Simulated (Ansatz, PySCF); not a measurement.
Reaction (SMILES): [SH] (HS) → [SH-] (an electron is taken up)

Quantity: adiabatic electron affinity (0 K, with zero-point energies), in eV. Positive where the reaction releases energy. Terms: 6-311+G** with 5d, 6d on Na to Ar in Ansatz (a quantum-chemistry and plane-wave program); six Cartesian d functions in 6-31G* and its kin unless marked 5d; UHF or UKS for open shells; valence correlation only; no spin-orbit coupling; LANL2DZ with its own core potentials from Na on; non-relativistic. Basis-set limits of correlation are two-point, X^-3; Hartree-Fock from the larger set. First-principles rows: single points at B3LYP-D3(BJ) geometries (Ansatz), with unscaled harmonic terms from B3LYP/6-31G* at its own minima. Sets without +, aug- or the D of def2-TZVPD hold no diffuse functions, which anions need.

Coupled cluster (Ansatz) is a level with limits of its own, used here on species with T1 under 0.025 (0.045 for open shells) and stable references: CCSD(T)/CBS(aug-cc-pV(T+d)Z,aug-cc-pV(Q+d)Z).

Value to compare with, CCSD(T)/CBS(aug-cc-pV(T+d)Z,aug-cc-pV(Q+d)Z) (Ansatz): 2.36 eV.

| level | program | adiabatic electron affinity (0 K, with zero-point energies) (eV) | difference |
|---|---|---|---|
| HF/STO-3G | Ansatz | -5.56 | -7.92 |
| HF/3-21G | Ansatz | 0.82 | -1.54 |
| PBE/6-31G* | Ansatz | 1.79 | -0.57 |
| BP86/def2-SVP | PySCF | 1.36 | -1.00 |
| B3LYP/STO-3G | Ansatz | -4.42 | -6.78 |
| B3LYP/6-31G | Ansatz | 1.90 | -0.46 |
| B3LYP/6-31G* | Ansatz | 1.81 | -0.55 |
| PBE0/6-311+G** | Ansatz | 2.25 | -0.11 |
| MP2/STO-3G | Ansatz | -5.57 | -7.93 |
| MP2/LANL2DZ | Ansatz | 1.00 | -1.36 |
| PBE0/def2-TZVPD | Ansatz | 2.24 | -0.12 |

0 of the 10 habitual levels lie above CCSD(T)/CBS(aug-cc-pV(T+d)Z,aug-cc-pV(Q+d)Z) (Ansatz); their mean absolute difference is 2.82 eV, the median 1.18.

The levels are drawn from those run, B3LYP/6-31G* more often than the rest, none by its result; runs whose electronic state is in doubt are left out.
